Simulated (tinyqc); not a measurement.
Pariser-Parr-Pople SCF with singles CI, for the molecule c1cc[nH]c1 (SMILES; centres numbered as the heavy atoms are written), step by step. Computed by tinyqc, a small Python program that keeps every step. Settings: charge = 0, gamma = MN, start = huckel, damping = 0, iteration cap = 66, excitations kept = 4. Command: `OMP_NUM_THREADS=1 python tinyqc.py 25250 25251 out.jsonl` (the two numbers bound the seeds that draw the settings). One thread of a shared host (Intel(R) Xeon(R) Processor @ 2.60GHz), about 0.01 s of CPU time with the checks. Later iterations appear only in the table of the cycle.

## PPP integrals

Centres (angstrom, eV; a flat drawing with bonds scaled to 1.40 angstrom):
```
centre          x          y  core charge z          W   gamma_rr
1C       1.191000   0.000000              1  12.670000  11.620000
2C       0.368000   1.133000              1  12.670000  11.620000
3C      -0.963000   0.700000              1  12.670000  11.620000
4N      -0.963000  -0.700000              2  29.370000  18.010000
5C       0.368000  -1.133000              1  12.670000  11.620000
```

Resonance integrals (eV):
```
i  j       beta
1  2  -2.570000
2  3  -2.570000
3  4  -2.430000
4  5  -2.430000
5  1  -2.570000
```

Mataga-Nishimoto: gamma = 14.399645/(R + a), a = 2 x 14.399645/(gamma_rr + gamma_ss); H_rr = -W_r - sum_(s != r) z_s gamma_rs; H_rs = beta for bonds.

repulsion gamma_rs (eV), order 1C, 2C, 3C, 4N, 5C:
$$\begin{pmatrix}
11.620000 & 5.455288 & 4.109371 & 4.448658 & 5.455288 \\
5.455288 & 11.620000 & 5.456741 & 4.448132 & 4.108067 \\
4.109371 & 5.456741 & 11.620000 & 6.070769 & 4.108922 \\
4.448658 & 4.448132 & 6.070769 & 18.010000 & 6.071638 \\
5.455288 & 4.108067 & 4.108922 & 6.071638 & 11.620000
\end{pmatrix}$$

core matrix H (eV), order 1C, 2C, 3C, 4N, 5C:
$$\begin{pmatrix}
-36.587262 & -2.570000 & 0.000000 & 0.000000 & -2.570000 \\
-2.570000 & -36.586359 & -2.570000 & 0.000000 & 0.000000 \\
0.000000 & -2.570000 & -38.486572 & -2.430000 & 0.000000 \\
0.000000 & 0.000000 & -2.430000 & -50.409196 & -2.430000 \\
-2.570000 & 0.000000 & 0.000000 & -2.430000 & -38.485552
\end{pmatrix}$$

## Starting guess

pi electrons, sum of z_r less the charge = 6

Orbitals of the Hueckel matrix of the beta values.

P at the start, order 1C, 2C, 3C, 4N, 5C:
$$\begin{pmatrix}
1.195329 & 0.642543 & -0.240683 & -0.252340 & 0.653744 \\
0.642543 & 1.195329 & 0.653744 & -0.252340 & -0.240683 \\
-0.240683 & 0.653744 & 1.197419 & 0.642899 & -0.249794 \\
-0.252340 & -0.252340 & 0.642899 & 1.214503 & 0.642899 \\
0.653744 & -0.240683 & -0.249794 & 0.642899 & 1.197419
\end{pmatrix}$$

## Iteration 1: Fock matrix

F_rr = H_rr + P_rr gamma_rr / 2 + sum_(s != r) P_ss gamma_rs; F_rs = H_rs - P_rs gamma_rs / 2; E = tr P (H + F) / 2 + core repulsion sum_(r<s) z_r z_s gamma_rs.

F (eV), order 1C, 2C, 3C, 4N, 5C:
$$\begin{pmatrix}
-6.265719 & -4.322629 & 0.494529 & 0.561287 & -4.353180 \\
-4.322629 & -6.265276 & -4.353655 & 0.561220 & 0.494372 \\
0.494529 & -4.353655 & -7.801844 & -4.381445 & 0.513193 \\
0.561287 & 0.561220 & -4.381445 & -14.298454 & -4.381724 \\
-4.353180 & 0.494372 & 0.513193 & -4.381724 & -7.803065
\end{pmatrix}$$

pi energy = -98.059995 eV

## Iteration 1: orbitals and new P

Diagonalise F (the basis is taken as orthonormal) and form P = 2 sum c c over the lowest orbitals.

orbital energies (eV): [-18.152728, -11.995460, -10.930542, -2.027654, 0.672026]

P after iteration 1, order 1C, 2C, 3C, 4N, 5C:
$$\begin{pmatrix}
1.062570 & 0.611825 & -0.092602 & -0.247172 & 0.743025 \\
0.611825 & 1.062568 & 0.743043 & -0.247105 & -0.092639 \\
-0.092602 & 0.743043 & 1.124963 & 0.493674 & -0.424244 \\
-0.247172 & -0.247105 & 0.493674 & 1.624838 & 0.493669 \\
0.743025 & -0.092639 & -0.424244 & 0.493669 & 1.125060
\end{pmatrix}$$

## Iteration 2: Fock matrix

As before.

F (eV), order 1C, 2C, 3C, 4N, 5C:
$$\begin{pmatrix}
-6.628346 & -4.238841 & 0.190268 & 0.549793 & -4.596707 \\
-4.238841 & -6.628262 & -4.597296 & 0.549577 & 0.190283 \\
0.190268 & -4.597296 & -7.299080 & -3.928489 & 0.871593 \\
0.549793 & 0.549577 & -3.928489 & -12.663725 & -3.928690 \\
-4.596707 & 0.190283 & 0.871593 & -3.928690 & -7.299410
\end{pmatrix}$$

pi energy = -99.668915 eV

## Iteration 2: orbitals and new P

As before.

orbital energies (eV): [-16.480781, -12.175824, -10.872475, -1.301917, 0.312174]

P after iteration 2, order 1C, 2C, 3C, 4N, 5C:
$$\begin{pmatrix}
1.075735 & 0.592626 & -0.098504 & -0.243946 & 0.757526 \\
0.592626 & 1.075713 & 0.757545 & -0.243890 & -0.098513 \\
-0.098504 & 0.757545 & 1.103652 & 0.484683 & -0.413233 \\
-0.243946 & -0.243890 & 0.484683 & 1.641212 & 0.484703 \\
0.757526 & -0.098513 & -0.413233 & 0.484703 & 1.103688
\end{pmatrix}$$

## Iteration 3: Fock matrix

As before.

F (eV), order 1C, 2C, 3C, 4N, 5C:
$$\begin{pmatrix}
-6.611476 & -4.186474 & 0.202395 & 0.542616 & -4.636261 \\
-4.186474 & -6.611329 & -4.636863 & 0.542427 & 0.202350 \\
0.202395 & -4.636863 & -7.285486 & -3.901200 & 0.848970 \\
0.542616 & 0.542427 & -3.901200 & -12.658381 & -3.901471 \\
-4.636261 & 0.202350 & 0.848970 & -3.901471 & -7.285914
\end{pmatrix}$$

pi energy = -99.683223 eV

## Iteration 3: orbitals and new P

As before.

orbital energies (eV): [-16.455633, -12.130433, -10.898124, -1.306921, 0.338525]

P after iteration 3, order 1C, 2C, 3C, 4N, 5C:
$$\begin{pmatrix}
1.076454 & 0.584578 & -0.097830 & -0.244992 & 0.763434 \\
0.584578 & 1.076431 & 0.763455 & -0.244933 & -0.097835 \\
-0.097830 & 0.763455 & 1.100562 & 0.480989 & -0.407557 \\
-0.244992 & -0.244933 & 0.480989 & 1.645958 & 0.481014 \\
0.763434 & -0.097835 & -0.407557 & 0.481014 & 1.100595
\end{pmatrix}$$

## Convergence

Stop when output and input P, before any damping, agree to 1e-7.

Course of the cycle:
```
iteration        E (eV)  largest |P(out) - P(in)|
1          -98.05999483                  4.10e-01
2          -99.66891528                  2.14e-02
3          -99.68322292                  8.05e-03
4          -99.68493836                  3.57e-03
5          -99.68526027                  1.59e-03
6          -99.68532318                  7.03e-04
7          -99.68533552                  3.12e-04
8          -99.68533794                  1.38e-04
9          -99.68533842                  6.12e-05
10         -99.68533851                  2.71e-05
11         -99.68533853                  1.20e-05
12         -99.68533853                  5.32e-06
13         -99.68533853                  2.35e-06
14         -99.68533853                  1.04e-06
15         -99.68533853                  4.62e-07
16         -99.68533853                  2.05e-07
17         -99.68533853                  9.07e-08
```

Converged in 17 iterations.

## Converged orbitals

Charges are z - P_rr.

orbital energies (eV): [-16.431833, -12.118330, -10.907741, -1.300986, 0.337895]

coefficients, order 1C, 2C, 3C, 4N, 5C:
$$\begin{pmatrix}
0.242596 & 0.595638 & 0.353137 & -0.293875 & -0.612613 \\
0.242617 & 0.595747 & -0.352920 & -0.293637 & 0.612737 \\
0.400194 & 0.118605 & -0.612651 & 0.570724 & -0.353143 \\
0.749640 & -0.512077 & -0.000100 & -0.419305 & 0.000056 \\
0.400212 & 0.118365 & 0.612699 & 0.570852 & 0.352914
\end{pmatrix}$$

pi charges: 1C -0.076685, 2C -0.076661, 3C -0.099128, 4N 0.351634, 5C -0.099160

## Singles CI, singlets

Over the 4 single excitations with the smallest orbital gaps: A = (e_a - e_i) delta + 2 (ia|jb) - (ij|ab), with (pq|rs) = sum c_mp c_mq gamma_mn c_nr c_ns. f = 2/3 w |mu|^2 in atomic units, mu = sqrt2 sum c_ia sum_m c_mi c_ma R_m.

singlet CI matrix (eV), order 3>4, 2>4, 3>5, 2>5:
$$\begin{pmatrix}
6.548246 & 0.000480 & 0.000541 & -0.174205 \\
0.000480 & 7.241480 & 0.963408 & 0.000017 \\
0.000541 & 0.963408 & 7.742737 & -0.000014 \\
-0.174205 & 0.000017 & -0.000014 & 8.805567
\end{pmatrix}$$

singlet excitation energies (eV): [6.496634, 6.534881, 8.487583, 8.818932]

oscillator strengths: [0.027698, 0.429982, 1.069897, 0.333091]

## Singles CI, triplets

Over the 4 single excitations with the smallest orbital gaps: A = (e_a - e_i) delta - (ij|ab), with (pq|rs) = sum c_mp c_mq gamma_mn c_nr c_ns.

triplet CI matrix (eV), order 3>4, 2>4, 3>5, 2>5:
$$\begin{pmatrix}
2.999657 & -0.000215 & -0.000118 & -0.835781 \\
-0.000215 & 4.739001 & -0.835781 & 0.000239 \\
-0.000118 & -0.835781 & 5.183802 & 0.000275 \\
-0.835781 & 0.000239 & 0.000275 & 5.632979
\end{pmatrix}$$

triplet excitation energies (eV): [2.756790, 4.096536, 5.826267, 5.875845]
